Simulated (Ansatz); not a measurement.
Results of LC-ωPBE in Ansatz (plane waves, PAW) for bcc Li.

Run with plane-wave cutoff 460 eV, 14×14×14 k mesh, Fermi–Dirac smearing 0.05 eV, scalar-relativistic PAW data made under PBE.

Energies at three volumes about the minimum:

| V (Å³/atom) | E − E_lowest (meV/atom) |
|---|---|
| 20.970 | 0.50 |
| 21.364 | 0.00 |
| 22.045 | 0.48 |

Fit a parabola by hand: where is the minimum, what lattice constant follows, and what is the bulk modulus?

Slopes: (0.00 − 0.50)/(21.364 − 20.970) = -1.269 and (0.48 − 0.00)/(22.045 − 21.364) = 0.705 meV/Å³. Curvature E″ = 2 × (0.705 − (-1.269))/(22.045 − 20.970) = 3.673 meV/Å⁶. From the middle of the first interval, the slope vanishes at V0 = 21.1670 − (-1.269)/3.673 = 21.512 Å³/atom. B = V0 E″ = 21.512 × 3.673 meV/Å³ × 0.1602 GPa per meV/Å³ = 12.7 GPa. With 2 atoms in the cube, a = (2 × 21.512)^(1/3) = 3.504 Å. The full Birch–Murnaghan fit to all volumes gives V0 = 21.503 Å³/atom and B0 = 12.6 GPa.

Measured, for comparison: bulk modulus 13.8 GPa (corrected for temperature and zero-point phonon effects, our sources range from 13.1 to 13.9; as tabulated in Levämäki et al. (2014), arXiv:1402.3671); lattice constant a 3.449 Å (low-temperature or extrapolated to 0 K; zero-point anharmonic expansion removed, our sources range from 3.443 to 3.453; as tabulated in Csonka et al. (2009), arXiv:0903.4037). Computed (rounded) less measured: bulk modulus -9 % (-4 % to -9 % over the range).

Ansatz is a first-principles code.
